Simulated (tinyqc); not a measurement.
CCD on RHF in the sto-3g basis, for H2F+, spin multiplicity 1, step by step (part 1 of 2). Computed by tinyqc, a small Python program that keeps every step (integrals from PySCF). Settings: charge = 1, multiplicity = 1, basis = sto-3g, method = RHF, energy threshold = 1e-10, iteration cap = 52, orthogonalisation = canonical, start = core, DIIS depth = 6, amplitude equations = CCD, DIIS depth for amplitudes = 4, cap on updates = 70. Command: `OMP_NUM_THREADS=1 python tinyqc.py 22650 22651 out.jsonl` (the two numbers bound the seeds that draw the settings). One thread of a shared host (Intel(R) Xeon(R) Processor @ 2.60GHz), about 0.09 s of CPU time with the checks. The early iterations of the SCF are left out here.

## One-electron integrals

Geometry (angstrom):
```
atom         x          y         z
F     0.000000   0.000000  0.000000
H     0.000000   0.822000  0.596000
H     0.000000  -0.822000  0.596000
```

Basis sto-3g: exponents (1/bohr^2) and contraction coefficients of normalised primitives:
```
element  l (shell)    exponent  coefficient
F            s (1)  166.679130     0.154329
F            s (1)   30.360812     0.535328
F            s (1)    8.216821     0.444635
F            s (2)    6.464803    -0.099967
F            s (2)    1.502281     0.399513
F            s (2)    0.488588     0.700115
F            p (3)    6.464803     0.155916
F            p (3)    1.502281     0.607684
F            p (3)    0.488588     0.391957
H            s (1)    3.425251     0.154329
H            s (1)    0.623914     0.535328
H            s (1)    0.168855     0.444635
```

Overlap, kinetic and nuclear-attraction integrals over the contracted functions; the nuclear repulsion is the sum of Za Zb / Rab.

nuclear repulsion = 9.70323458 hartree

overlap S:
```
           1F 1s     1F 2s    1F 2px     1F 2py    1F 2pz     2H 1s      3H 1s
1F 1s   1.000000  0.237990  0.000000   0.000000  0.000000  0.039109   0.039109
1F 2s   0.237990  1.000000  0.000000   0.000000  0.000000  0.385665   0.385665
1F 2px  0.000000  0.000000  1.000000   0.000000  0.000000  0.000000   0.000000
1F 2py  0.000000  0.000000  0.000000   1.000000  0.000000  0.254232  -0.254232
1F 2pz  0.000000  0.000000  0.000000   0.000000  1.000000  0.184334   0.184334
2H 1s   0.039109  0.385665  0.000000   0.254232  0.184334  1.000000   0.208071
3H 1s   0.039109  0.385665  0.000000  -0.254232  0.184334  0.208071   1.000000
```

kinetic energy T (hartree):
```
            1F 1s      1F 2s    1F 2px     1F 2py    1F 2pz      2H 1s      3H 1s
1F 1s   36.984577  -0.212858  0.000000   0.000000  0.000000  -0.005328  -0.005328
1F 2s   -0.212858   1.037995  0.000000   0.000000  0.000000   0.082014   0.082014
1F 2px   0.000000   0.000000  3.248015   0.000000  0.000000   0.000000   0.000000
1F 2py   0.000000   0.000000  0.000000   3.248015  0.000000   0.164286  -0.164286
1F 2pz   0.000000   0.000000  0.000000   0.000000  3.248015   0.119117   0.119117
2H 1s   -0.005328   0.082014  0.000000   0.164286  0.119117   0.760032  -0.000023
3H 1s   -0.005328   0.082014  0.000000  -0.164286  0.119117  -0.000023   0.760032
```

nuclear attraction V (hartree):
```
             1F 1s       1F 2s      1F 2px      1F 2py      1F 2pz      2H 1s      3H 1s
1F 1s   -78.051952   -9.424883    0.000000    0.000000   -0.014419  -1.591001  -1.591001
1F 2s    -9.424883  -12.579772    0.000000    0.000000   -0.176112  -3.678975  -3.678975
1F 2px    0.000000    0.000000  -12.425988    0.000000    0.000000   0.000000   0.000000
1F 2py    0.000000    0.000000    0.000000  -12.545160    0.000000  -2.101574   2.101574
1F 2pz   -0.014419   -0.176112    0.000000    0.000000  -12.488639  -1.574394  -1.574394
2H 1s    -1.591001   -3.678975    0.000000   -2.101574   -1.574394  -6.102759  -1.425300
3H 1s    -1.591001   -3.678975    0.000000    2.101574   -1.574394  -1.425300  -6.102759
```

core Hamiltonian H = T + V (hartree):
```
             1F 1s       1F 2s     1F 2px     1F 2py     1F 2pz      2H 1s      3H 1s
1F 1s   -41.067375   -9.637740   0.000000   0.000000  -0.014419  -1.596329  -1.596329
1F 2s    -9.637740  -11.541777   0.000000   0.000000  -0.176112  -3.596961  -3.596961
1F 2px    0.000000    0.000000  -9.177974   0.000000   0.000000   0.000000   0.000000
1F 2py    0.000000    0.000000   0.000000  -9.297146   0.000000  -1.937288   1.937288
1F 2pz   -0.014419   -0.176112   0.000000   0.000000  -9.240624  -1.455277  -1.455277
2H 1s    -1.596329   -3.596961   0.000000  -1.937288  -1.455277  -5.342727  -1.425323
3H 1s    -1.596329   -3.596961   0.000000   1.937288  -1.455277  -1.425323  -5.342727
```

## Two-electron integrals

Functions are numbered as in S; the eight-fold symmetry (ij|kl) = (ji|kl) = (kl|ij) leaves the list below.

Two-electron integrals (ij|kl) in chemists' order, unique and non-zero (hartree):
```
(11|11) 5.403501    (21|11) 0.841920    (21|21) 0.156299    (22|11) 1.268028
(22|21) 0.292344    (22|22) 0.926167    (31|31) 0.027998    (32|31) 0.043169
(32|32) 0.204588    (33|11) 1.264502    (33|21) 0.292403    (33|22) 0.925959
(33|33) 0.997514    (41|41) 0.027998    (42|41) 0.043169    (42|42) 0.204588
(43|43) 0.053770    (44|11) 1.264502    (44|21) 0.292403    (44|22) 0.925959
(44|33) 0.889973    (44|44) 0.997514    (51|51) 0.027998    (52|51) 0.043169
(52|52) 0.204588    (53|53) 0.053770    (54|54) 0.053770    (55|11) 1.264502
(55|21) 0.292403    (55|22) 0.925959    (55|33) 0.889973    (55|44) 0.889973
(55|55) 0.997514    (61|11) 0.140383    (61|21) 0.025840    (61|22) 0.048022
(61|33) 0.047948    (61|41) 0.000860    (61|42) 0.001611    (61|44) 0.048098
(61|51) 0.000623    (61|52) 0.001168    (61|54) 0.000108    (61|55) 0.048027
(61|61) 0.004316    (62|11) 0.353411    (62|21) 0.082564    (62|22) 0.291580
(62|33) 0.287328    (62|41) 0.004557    (62|42) 0.035466    (62|44) 0.295502
(62|51) 0.003304    (62|52) 0.025715    (62|54) 0.005927    (62|55) 0.291626
(62|61) 0.013848    (62|62) 0.112732    (63|31) 0.008669    (63|32) 0.051267
(63|43) 0.007479    (63|53) 0.005422    (63|63) 0.016759    (64|11) 0.193979
(64|21) 0.045902    (64|22) 0.173528    (64|33) 0.166093    (64|41) 0.010884
(64|42) 0.071297    (64|44) 0.185738    (64|51) 0.001607    (64|52) 0.014523
(64|54) 0.008821    (64|55) 0.168557    (64|61) 0.008024    (64|62) 0.082261
(64|64) 0.076330    (65|11) 0.140647    (65|21) 0.033281    (65|22) 0.125819
(65|33) 0.120427    (65|41) 0.001607    (65|42) 0.014523    (65|44) 0.123826
(65|51) 0.009833    (65|52) 0.061797    (65|54) 0.009943    (65|55) 0.133059
(65|61) 0.005818    (65|62) 0.059644    (65|64) 0.043192    (65|65) 0.048077
(66|11) 0.505665    (66|21) 0.120075    (66|22) 0.488946    (66|33) 0.472162
(66|41) 0.008377    (66|42) 0.091684    (66|44) 0.504795    (66|51) 0.006074
(66|52) 0.066476    (66|54) 0.023661    (66|55) 0.489318    (66|61) 0.020271
(66|62) 0.241628    (66|64) 0.204864    (66|65) 0.148539    (66|66) 0.774606
(71|11) 0.140383    (71|21) 0.025840    (71|22) 0.048022    (71|33) 0.047948
(71|41) -0.000860   (71|42) -0.001611   (71|44) 0.048098    (71|51) 0.000623
(71|52) 0.001168    (71|54) -0.000108   (71|55) 0.048027    (71|61) 0.004261
(71|62) 0.013477    (71|64) 0.007167    (71|65) 0.005667    (71|66) 0.019563
(71|71) 0.004316    (72|11) 0.353411    (72|21) 0.082564    (72|22) 0.291580
(72|33) 0.287328    (72|41) -0.004557   (72|42) -0.035466   (72|44) 0.295502
(72|51) 0.003304    (72|52) 0.025715    (72|54) -0.005927   (72|55) 0.291626
(72|61) 0.013477    (72|62) 0.092840    (72|64) 0.046473    (72|65) 0.047693
(72|66) 0.163515    (72|71) 0.013848    (72|72) 0.112732    (73|31) 0.008669
(73|32) 0.051267    (73|43) -0.007479   (73|53) 0.005422    (73|63) 0.013375
(73|73) 0.016759    (74|11) -0.193979   (74|21) -0.045902   (74|22) -0.173528
(74|33) -0.166093   (74|41) 0.010884    (74|42) 0.071297    (74|44) -0.185738
(74|51) -0.001607   (74|52) -0.014523   (74|54) 0.008821    (74|55) -0.168557
(74|61) -0.007167   (74|62) -0.046473   (74|64) -0.010232   (74|65) -0.023376
(74|66) -0.073274   (74|71) -0.008024   (74|72) -0.082261   (74|74) 0.076330
(75|11) 0.140647    (75|21) 0.033281    (75|22) 0.125819    (75|33) 0.120427
(75|41) -0.001607   (75|42) -0.014523   (75|44) 0.123826    (75|51) 0.009833
(75|52) 0.061797    (75|54) -0.009943   (75|55) 0.133059    (75|61) 0.005667
(75|62) 0.047693    (75|64) 0.023376    (75|65) 0.037580    (75|66) 0.092938
(75|71) 0.005818    (75|72) 0.059644    (75|74) -0.043192   (75|75) 0.048077
(76|11) 0.129438    (76|21) 0.030556    (76|22) 0.118391    (76|33) 0.116075
(76|44) 0.118227    (76|51) 0.001910    (76|52) 0.018212    (76|55) 0.120744
(76|61) 0.005077    (76|62) 0.046253    (76|64) 0.029425    (76|65) 0.027930
(76|66) 0.107159    (76|71) 0.005077    (76|72) 0.046253    (76|74) -0.029425
(76|75) 0.027930    (76|76) 0.023829    (77|11) 0.505665    (77|21) 0.120075
(77|22) 0.488946    (77|33) 0.472162    (77|41) -0.008377   (77|42) -0.091684
(77|44) 0.504795    (77|51) 0.006074    (77|52) 0.066476    (77|54) -0.023661
(77|55) 0.489318    (77|61) 0.019563    (77|62) 0.163515    (77|64) 0.073274
(77|65) 0.092938    (77|66) 0.317983    (77|71) 0.020271    (77|72) 0.241628
(77|74) -0.204864   (77|75) 0.148539    (77|76) 0.107159    (77|77) 0.774606
```

## Orthogonalisation

S = U s U^T; canonical form X = U s^(-1/2), so that X^T S X = 1. Each column of U has its largest component positive (the first on a tie).

eigenvalues of S: 0.457400  0.521677  0.897761  1.000000  1.091075  1.270253  1.761835

X:
```
                1          2          3         4          5          6         7
1F 1s   -0.369450   0.000000   0.718784  0.000000  -0.618114   0.000000  0.179675
1F 2s    1.046898   0.000000  -0.246640  0.000000  -0.288046   0.000000  0.447965
1F 2px   0.000000   0.000000   0.000000  1.000000   0.000000   0.000000  0.000000
1F 2py   0.000000   0.831891   0.000000  0.000000   0.000000   0.709247  0.000000
1F 2pz   0.422928   0.000000   0.681831  0.000000   0.634333   0.000000  0.187284
2H 1s   -0.622460  -0.782577  -0.189085  0.000000   0.156705   0.376970  0.387013
3H 1s   -0.622460   0.782577  -0.189085  0.000000   0.156705  -0.376970  0.387013
```

## Iteration 8 (converged): orbitals

converged F (hartree):
```
             1F 1s      1F 2s     1F 2px     1F 2py     1F 2pz      2H 1s      3H 1s
1F 1s   -26.613506  -6.786846   0.000000   0.000000  -0.023376  -1.133340  -1.133340
1F 2s    -6.786846  -3.631070   0.000000   0.000000  -0.117267  -1.174408  -1.174408
1F 2px    0.000000   0.000000  -1.038294   0.000000   0.000000   0.000000   0.000000
1F 2py    0.000000   0.000000   0.000000  -0.974755   0.000000  -0.516820   0.516820
1F 2pz   -0.023376  -0.117267   0.000000   0.000000  -1.003059  -0.429375  -0.429375
2H 1s    -1.133340  -1.174408   0.000000  -0.516820  -0.429375  -0.840253  -0.386972
3H 1s    -1.133340  -1.174408   0.000000   0.516820  -0.429375  -0.386972  -0.840253
```

Diagonalise F' = X^T F X, C = X C', fill 5 alpha and 5 beta electrons from the bottom; D = 2 C_occ C_occ^T. Each column has its largest component positive (the first on a tie).

F' = X^T F X (hartree):
```
           1          2           3          4           5          6          7
1  -1.118325   0.000000    3.021902   0.000000   -2.659891   0.000000   0.617269
2   0.000000   0.116062    0.000000   0.000000    0.000000  -0.058114   0.000000
3   3.021902   0.000000  -11.483461   0.000000   11.070000   0.000000  -5.231881
4   0.000000   0.000000    0.000000  -1.038294    0.000000   0.000000   0.000000
5  -2.659891   0.000000   11.070000   0.000000  -12.808370   0.000000   5.699079
6   0.000000  -0.058114    0.000000   0.000000    0.000000  -1.171879   0.000000
7   0.617269   0.000000   -5.231881   0.000000    5.699079   0.000000  -4.358547
```

orbital energies (hartree): MO1 -26.623114, MO2 -2.048986, MO3 -1.174496, MO4 -1.073558, MO5 -1.038294, MO6 -0.023046, MO7 0.118679

coefficients C:
```
              MO1        MO2        MO3        MO4       MO5        MO6        MO7
1F 1s    0.994714  -0.249803   0.000000   0.068325  0.000000   0.104724   0.000000
1F 2s    0.022738   0.945403   0.000000  -0.342197  0.000000  -0.655033   0.000000
1F 2px   0.000000   0.000000   0.000000   0.000000  1.000000   0.000000   0.000000
1F 2py   0.000000   0.000000   0.745952   0.000000  0.000000   0.000000   0.799144
1F 2pz   0.002436   0.108785   0.000000   0.866734  0.000000  -0.564045   0.000000
2H 1s   -0.004074   0.084721   0.341385   0.215211  0.000000   0.737588  -0.798743
3H 1s   -0.004074   0.084721  -0.341385   0.215211  0.000000   0.737588   0.798743
```

D after iteration 8:
```
            1F 1s      1F 2s    1F 2px     1F 2py     1F 2pz      2H 1s      3H 1s
1F 1s    2.113050  -0.473854  0.000000   0.000000   0.068934  -0.021023  -0.021023
1F 2s   -0.473854   2.022806  0.000000   0.000000  -0.387385   0.012716   0.012716
1F 2px   0.000000   0.000000  2.000000   0.000000   0.000000   0.000000   0.000000
1F 2py   0.000000   0.000000  0.000000   1.112887   0.000000   0.509313  -0.509313
1F 2pz   0.068934  -0.387385  0.000000   0.000000   1.526138   0.391474   0.391474
2H 1s   -0.021023   0.012716  0.000000   0.509313   0.391474   0.340107  -0.126067
3H 1s   -0.021023   0.012716  0.000000  -0.509313   0.391474  -0.126067   0.340107
```

## Convergence

Stop when the energy changes by less than 1e-10 hartree and every element of the error matrix X^T (F D S - S D F) X is below 3e-06.

Course of the cycle:
```
iteration   E (hartree)     change  largest element of the error matrix
1          -97.77693670          -                             8.03e-01
2          -98.85821077  -1.08e+00                             4.86e-02
3          -98.86011599  -1.91e-03                             1.36e-02
4          -98.86028856  -1.73e-04                             2.26e-03
5          -98.86029954  -1.10e-05                             7.36e-04
6          -98.86030016  -6.20e-07                             6.67e-05
7          -98.86030016  -4.01e-09                             1.19e-07
8          -98.86030016   4.26e-14                             2.83e-10
```

PySCF RHF in the same basis = -98.86030016 hartree

Converged in 8 iterations.

## Integrals over molecular orbitals

(pq|rs) = sum C_ip C_jq C_kr C_ls (ij|kl), one index at a time.

one-electron integrals over orbitals h = C^T H C (hartree):
```
            1          2          3          4          5          6          7
1  -41.049378   0.689833   0.000000  -0.178125   0.000000  -0.278203   0.000000
2    0.689833  -9.639240   0.000000   0.351809   0.000000   1.364258   0.000000
3    0.000000   0.000000  -8.059807   0.000000   0.000000   0.000000  -2.154335
4   -0.178125   0.351809   0.000000  -8.678687   0.000000   1.419511   0.000000
5    0.000000   0.000000   0.000000   0.000000  -9.177974   0.000000   0.000000
6   -0.278203   1.364258   0.000000   1.419511   0.000000  -5.632828   0.000000
7    0.000000   0.000000  -2.154335   0.000000   0.000000   0.000000  -5.989607
```

Two-electron integrals over orbitals (pq|rs), unique and non-zero (hartree):
```
(11|11) 5.362388    (21|11) -0.502933   (21|21) 0.074947    (22|11) 1.202745
(22|21) -0.019187   (22|22) 0.859516    (31|31) 0.017450    (32|31) 0.025891
(32|32) 0.157900    (33|11) 0.988627    (33|21) -0.008147   (33|22) 0.758668
(33|33) 0.735995    (41|11) 0.136557    (41|21) -0.017329   (41|22) 0.014387
(41|33) 0.005150    (41|41) 0.028251    (42|11) -0.096309   (42|21) 0.008293
(42|22) 0.003013    (42|33) -0.006549   (42|41) 0.029277    (42|42) 0.158263
(43|31) -0.003953   (43|32) 0.005543    (43|43) 0.048978    (44|11) 1.151680
(44|21) -0.014454   (44|22) 0.810280    (44|33) 0.711284    (44|41) -0.010897
(44|42) -0.090978   (44|44) 0.885332    (51|51) 0.029602    (52|51) 0.039064
(52|52) 0.181175    (53|53) 0.038327    (54|51) -0.009937   (54|52) -0.035910
(54|54) 0.054708    (55|11) 1.264011    (55|21) -0.014139   (55|22) 0.879818
(55|33) 0.747406    (55|41) 0.003897    (55|42) -0.052911   (55|44) 0.831754
(55|55) 0.997514    (61|11) 0.211268    (61|21) -0.033347   (61|22) 0.003671
(61|33) 0.002224    (61|41) -0.005141   (61|42) -0.019590   (61|44) 0.013822
(61|55) 0.005824    (61|61) 0.021665    (62|11) -0.289885   (62|21) 0.007227
(62|22) -0.146949   (62|33) -0.092180   (62|41) -0.017983   (62|42) -0.041736
(62|44) -0.099960   (62|55) -0.150969   (62|61) 0.005250    (62|62) 0.078756
(63|31) -0.004185   (63|32) 0.022919    (63|43) 0.017341    (63|63) 0.065038
(64|11) -0.273285   (64|21) 0.003543    (64|22) -0.142619   (64|33) -0.086646
(64|41) -0.005235   (64|42) 0.014251    (64|44) -0.152302   (64|55) -0.149621
(64|61) 0.000720    (64|62) 0.060995    (64|64) 0.077165    (65|51) -0.013660
(65|52) -0.052503   (65|54) -0.007593   (65|65) 0.026639    (66|11) 0.707279
(66|21) -0.005576   (66|22) 0.579727    (66|33) 0.557878    (66|41) 0.016398
(66|42) 0.068010    (66|44) 0.541278    (66|55) 0.553361    (66|61) -0.005458
(66|62) -0.057810   (66|64) -0.030018   (66|66) 0.548525    (71|31) 0.016958
(71|32) 0.024075    (71|43) -0.003951   (71|63) -0.003711   (71|71) 0.016500
(72|31) 0.017294    (72|32) 0.063624    (72|43) -0.024819   (72|63) -0.027585
(72|71) 0.016167    (72|72) 0.055352    (73|11) 0.423009    (73|21) -0.008463
(73|22) 0.203354    (73|33) 0.162178    (73|41) -0.001264   (73|42) -0.060984
(73|44) 0.197464    (73|55) 0.229039    (73|61) 0.005455    (73|62) -0.070493
(73|64) -0.087916   (73|66) 0.020065    (73|73) 0.161217    (74|31) -0.007918
(74|32) -0.058597   (74|43) 0.007618    (74|63) -0.041886   (74|71) -0.007701
(74|72) -0.011032   (74|74) 0.051052    (75|53) 0.025377    (75|75) 0.019563
(76|31) -0.009691   (76|32) -0.092789   (76|43) -0.047489   (76|63) -0.078890
(76|71) -0.009310   (76|72) 0.008220    (76|74) 0.061798    (76|76) 0.156130
(77|11) 0.792066    (77|21) -0.007542   (77|22) 0.612360    (77|33) 0.613946
(77|41) 0.003506    (77|42) 0.009512    (77|44) 0.588964    (77|55) 0.598649
(77|61) 0.002307    (77|62) -0.045761   (77|64) -0.030171   (77|66) 0.541190
(77|73) 0.065918    (77|77) 0.578166
```

## CCD: starting amplitudes

t_ij^ab = <ij||ab> / (e_i + e_j - e_a - e_b), whose energy is MP2.

Starting amplitudes (spin orbitals 1a, 1b, ...; amplitudes related by a flip of all spins are not repeated; the 24 largest):
```
from      to          t
3a 3b  7a 7b  -0.062334
3a 4b  6b 7a  -0.037512
4a 4b  6a 6b  -0.036727
3a 3b  6a 6b  -0.028242
4a 4b  7a 7b  -0.021410
2a 3b  6a 7b   0.021239
2a 4b  6a 6b  -0.019826
3a 4a  6a 7a  -0.019640
2a 2b  6a 6b  -0.019437
3a 4b  6a 7b   0.017872
5a 5b  6a 6b  -0.013119
2a 3a  6a 7a   0.012928
2a 2b  7a 7b  -0.012768
5a 5b  7a 7b  -0.008454
2a 3b  6b 7a  -0.008311
2a 4b  7a 7b   0.003283
1a 2b  7a 7b  -0.000559
1a 1b  6a 6b  -0.000407
1a 3a  6a 7a  -0.000329
1a 1b  7a 7b  -0.000309
1a 4b  7a 7b   0.000276
1a 3b  6a 7b  -0.000196
1a 2b  6a 6b  -0.000183
1a 3b  6b 7a  -0.000133
```

correlation energy = -0.03556703 hartree

## CCD: amplitude update 1

t_ij^ab D_ij^ab are set to the remaining terms of the spin-orbital equations, evaluated with the old amplitudes; for the doubles these are <ij||ab> + 1/2 <ab||ef> t_ij^ef + 1/2 <mn||ij> t_mn^ab + P(ij)P(ab) <mb||ej> t_im^ae + terms in t^2, D the orbital-energy denominators.

Amplitudes after update 1 (spin orbitals 1a, 1b, ...; amplitudes related by a flip of all spins are not repeated; the 24 largest):
```
from      to          t
3a 3b  7a 7b  -0.076948
3a 4b  6b 7a  -0.045830
4a 4b  6a 6b  -0.043396
3a 3b  6a 6b  -0.036154
2a 3b  6a 7b   0.025953
2a 4b  6a 6b  -0.025940
3a 4b  6a 7b   0.025573
4a 4b  7a 7b  -0.025548
3a 4a  6a 7a  -0.020257
2a 2b  6a 6b  -0.020233
5a 5b  6a 6b  -0.013746
2a 3a  6a 7a   0.013106
2a 3b  6b 7a  -0.012847
2a 2b  7a 7b  -0.012541
5a 5b  7a 7b  -0.007690
2a 4b  7a 7b   0.001990
1a 2b  7a 7b  -0.000495
1a 1b  6a 6b  -0.000335
1a 3a  6a 7a  -0.000316
1a 1b  7a 7b  -0.000246
1a 4b  7a 7b   0.000232
1a 3b  6b 7a  -0.000164
1a 3b  6a 7b  -0.000152
1a 2b  6a 6b  -0.000137
```

correlation energy = -0.04302130 hartree
